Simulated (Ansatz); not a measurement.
Basis sets compared for (H3Si)2CH2 (CH8Si2). The state is a singlet with charge 0. Geometry PBE-D4/def2-SVP. Ansatz on 2 threads of Arm Neoverse N1 on a shared host; times are rough, and most runs start from earlier orbitals.

Cartesian coordinates in Å:
```
C 0.3244 0.4277 0.5693
Si 0.0391 -1.4374 0.7268
Si -0.2385 1.1743 -1.0770
H 0.5391 -1.9555 2.0492
H 0.7603 -2.1679 -0.3747
H -1.4304 -1.7464 0.6179
H 0.5240 0.5504 -2.2155
H -1.7061 0.9140 -1.2901
H -0.0090 2.6622 -1.1074
H 1.4077 0.6373 0.7041
H -0.2105 0.9413 1.3974
```

Another isomer (singlet) lies 0.07 eV lower at PBE0-D4/def2-TZVP; other spin states weren't run for this one.

Binding counts from free atoms (C triplet, Si triplet, H doublet) in the same basis, without a counterpoise term.

```
           level  functions  energy (Eh)  HOMO (eV)  LUMO (eV)  binding per atom (eV)  wall time
       HF/STO-3G         31    -613.2717      -9.61      12.59                   3.48      0.2 s
 PBE-D4/def2-SVP         90    -621.3110      -7.51      -0.15                   3.27        2 s
PBE0-D4/def2-SVP         90    -621.3875      -8.79       0.67                   3.27      1.9 s
```

**Question.** Estimate the rows for HF/def2-TZVP, PBE-D4/def2-TZVP (with forces), PBE0-D4/def2-TZVP.

**Answer.** 
```tsv
level	functions	energy (Eh)	HOMO (eV)	LUMO (eV)	binding per atom (eV)	wall time
HF/def2-TZVP	153	-620.4260	-11.78	2.91	2.56	1.7 s
PBE-D4/def2-TZVP (with forces)	153	-621.5610	-7.54	-0.59	3.27	3.9 s
PBE0-D4/def2-TZVP	153	-621.6338	-8.78	0.20	3.27	3.9 s
```
